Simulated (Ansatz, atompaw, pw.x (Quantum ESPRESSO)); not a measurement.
# pw.x on fcc Al: one setting changed

Potential: PAW, atompaw 4.2.0.5, PBEsol; core [Ne], reference 3s2 3p1; waves: 3s (bound): rc 2.95 bohr; 3s channel at 3.8 Ry: rc 2.95 bohr; 3p (bound): rc 2.95 bohr; 3p channel at 2.5 Ry: rc 2.95 bohr; 3d channel at 0.3 Ry: rc 2.95 bohr; 3d channel at 1.25 Ry: rc 2.95 bohr; local part: bessel scheme, radius 2.60 bohr; core correction: smooth core density matched at 1.80 bohr; augmentation: besselshape compensation charge, radius 2.30 bohr; PAW radius 2.95 bohr; waves and projectors: custom polynom vanderbiltortho.

The reference run (k-mesh 14³, cutoffs 40/400 Ry, Fermi–Dirac 0.01 Ry, mixing_beta 0.4, conv_thr 1e-9, no spin) gives -0.01 GPa at 16.207 Å³/atom, where all-electron LAPW gives -0.16 GPa. This run, with its own iteration cap, changes mixing_ndim to 2.

```
&control
  calculation='scf', prefix='x', pseudo_dir='./', outdir='./tmp', tstress=.true., disk_io='none'
/
&system
  ibrav=0, nat=1, ntyp=1, ecutwfc=40, ecutrho=400, nbnd=8,
  occupations='smearing', smearing='fd', degauss=0.01
/
&electrons
  conv_thr=1e-09, mixing_beta=0.4, electron_maxstep=60, mixing_ndim=2
/
ATOMIC_SPECIES
Al 1.0 Al.UPF
CELL_PARAMETERS angstrom
  0.00000000 2.00858807 2.00858807
  2.00858807 0.00000000 2.00858807
  2.00858807 2.00858807 0.00000000
ATOMIC_POSITIONS crystal
Al 0.0000 0.0000 0.0000
K_POINTS automatic
14 14 14 0 0 0
```

```bash
pw.x < Al.scf.in > Al.scf.out
```

Q: How does the run end?

A: It converges in 6 iterations; the free energy moves by +0.0 meV/atom and the pressure by +0.00 GPa. The result is that of the reference run.

```
Message from routine setup:
     using ibrav=0 with symmetry is DISCOURAGED, use correct ibrav instead
     lattice parameter (alat)  =       5.3679  a.u.
     unit-cell volume          =     109.3703 (a.u.)^3
     number of electrons       =         3.00
     number of Kohn-Sham states=            8
     kinetic-energy cutoff     =      40.0000  Ry
     charge density cutoff     =     400.0000  Ry
     scf convergence threshold =      1.0E-09
     Exchange-correlation= SLA PW PSX PSC
     number of k points=   104  Fermi-Dirac smearing, width (Ry)=  0.0100
     negative rho (up, down):  8.135E-05 0.000E+00
     iteration #  1     ecut=    40.00 Ry     beta= 0.40
     negative rho (up, down):  3.547E-04 0.000E+00
     total energy              =     -38.51688219 Ry
     estimated scf accuracy    <       0.00605037 Ry
     iteration #  2     ecut=    40.00 Ry     beta= 0.40
     negative rho (up, down):  1.225E-03 0.000E+00
     total energy              =     -38.51625849 Ry
     estimated scf accuracy    <       0.00197501 Ry
     iteration #  3     ecut=    40.00 Ry     beta= 0.40
     negative rho (up, down):  1.187E-03 0.000E+00
     total energy              =     -38.51632727 Ry
     estimated scf accuracy    <       0.00000260 Ry
     iteration #  4     ecut=    40.00 Ry     beta= 0.40
     negative rho (up, down):  1.202E-03 0.000E+00
     total energy              =     -38.51632844 Ry
     estimated scf accuracy    <       0.00000046 Ry
     iteration #  5     ecut=    40.00 Ry     beta= 0.40
     negative rho (up, down):  1.200E-03 0.000E+00
     total energy              =     -38.51632846 Ry
     estimated scf accuracy    <          1.2E-09 Ry
     iteration #  6     ecut=    40.00 Ry     beta= 0.40
     negative rho (up, down):  1.196E-03 0.000E+00
     the Fermi energy is     8.0816 ev
!    total energy              =     -38.51632846 Ry
     estimated scf accuracy    <          4.7E-10 Ry
     smearing contrib. (-TS)   =      -0.00202060 Ry
     The total energy is F=E-TS. E is the sum of the following terms:
     one-electron contribution =       3.19801744 Ry
     hartree contribution      =       0.00912810 Ry
     xc contribution           =      -1.96467344 Ry
     ewald contribution        =      -5.43561944 Ry
     one-center paw contrib.   =     -34.32116052 Ry
     convergence has been achieved in   6 iterations
     negative rho (up, down):  1.196E-03 0.000E+00
          total   stress  (Ry/bohr**3)                   (kbar)     P=       -0.05
     Message from routine punch:
     Nothing written, as per user request (disk_io='none')
```

The run took about 4.5 s on one core of a shared host (AMD EPYC 9R45 96-Core Processor, 96 threads, 376 GiB, load 33).
